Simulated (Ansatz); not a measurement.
Rock-salt RbBr, treated with LC-ωPBE (plane waves, PAW; Ansatz, a program for electronic structure).

Numerical settings: plane-wave cutoff 520 eV, 6×6×6 k mesh, scalar-relativistic PAW data made under PBE.

Computed at the level's own relaxed cell.

```
CELL_PARAMETERS angstrom
      0.00000     3.47537     3.47537
      3.47537     0.00000     3.47537
      3.47537     3.47537     0.00000
ATOMIC_POSITIONS crystal
  Rb 0.00000 0.00000 0.00000
  Br 0.50000 0.50000 0.50000
```

Q: Give the elastic tensor (Voigt notation, GPa, ions relaxed, in the Cartesian axes of the cell as printed).

A: 
```
   29.9     4.1     4.1     0.0     0.0     0.0
    4.1    29.9     4.1     0.0     0.0     0.0
    4.1     4.1    29.9     0.0     0.0     0.0
    0.0     0.0     0.0     4.1     0.0     0.0
    0.0     0.0     0.0     0.0     4.1     0.0
    0.0     0.0     0.0     0.0     0.0     4.1
```

Measured, for comparison: elastic constant C11 38.6 GPa (4 K, zero-point motion not removed, our sources range from 37.2 to 38.6; as tabulated in X. Wang et al., RSC Advances (2016)); elastic constant C12 4.74 GPa, elastic constant C44 4.08 GPa (4 K, zero-point motion not removed; as tabulated in X. Wang et al., RSC Advances (2016)). Computed (rounded) less measured: elastic constant C11 -23 % (-20 % to -23 % over the range), elastic constant C12 -14 %, elastic constant C44 +1 %.

The computed numbers hold no vibrational or temperature effects.
